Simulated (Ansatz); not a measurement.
C2H3NOS (`N#CC(O)S`), 8 atoms. The species carries charge 0 and has multiplicity 1. All runs use 2 threads of an Arm Neoverse V1 on a shared host. Correlated methods freeze the cores.

(1) Give the basis size and wall time and peak host memory of each of these runs in Ansatz. RHF-CCSD(T)/def2-TZVPP energy; RKS PBE0-D4/def2-SVP energy; RKS B2PLYP (frozen core)/def2-TZVPP energy; RKS PBE0-D4/def2-QZVPP energy; direct RPA on PBE orbitals/def2-TZVPP energy; RKS PBE0-D4/def2-TZVP relaxation (8 steps); RKS ωB97M-V/def2-SVP energy; RKS ωB97M-V/def2-TZVPP energy and forces; RKS ωB97M-V/def2-QZVPP energy; RHF-MP2/def2-QZVPP energy; RKS BLYP-D4/def2-TZVPP energy; RKS B97M-V/def2-TZVPP energy. (Best estimate.)

## Answers

(1) The calculation gave: Other jobs shared the machine, so times are rough.

```
                                level                   job  functions  wall time  peak host memory (GiB)
                 RKS PBE0-D4/def2-SVP                energy         89      1.1 s                    0.16
               RKS BLYP-D4/def2-TZVPP                energy        208      2.8 s                    0.23
                 RKS ωB97M-V/def2-SVP                energy         89      4.9 s                    0.24
direct RPA on PBE orbitals/def2-TZVPP                energy        208        6 s                    0.41
               RKS PBE0-D4/def2-QZVPP                energy        388      8.5 s                     1.1
  RKS B2PLYP (frozen core)/def2-TZVPP                energy        208        9 s                    0.46
                RKS B97M-V/def2-TZVPP                energy        208       13 s                    0.29
               RKS ωB97M-V/def2-TZVPP     energy and forces        208       18 s                    0.61
               RKS ωB97M-V/def2-QZVPP                energy        388       22 s                     1.2
                   RHF-MP2/def2-QZVPP                energy        388       25 s                     1.8
                RKS PBE0-D4/def2-TZVP  relaxation (8 steps)        179       42 s                    0.39
               RHF-CCSD(T)/def2-TZVPP                energy        208    2.3 min                     2.9
```
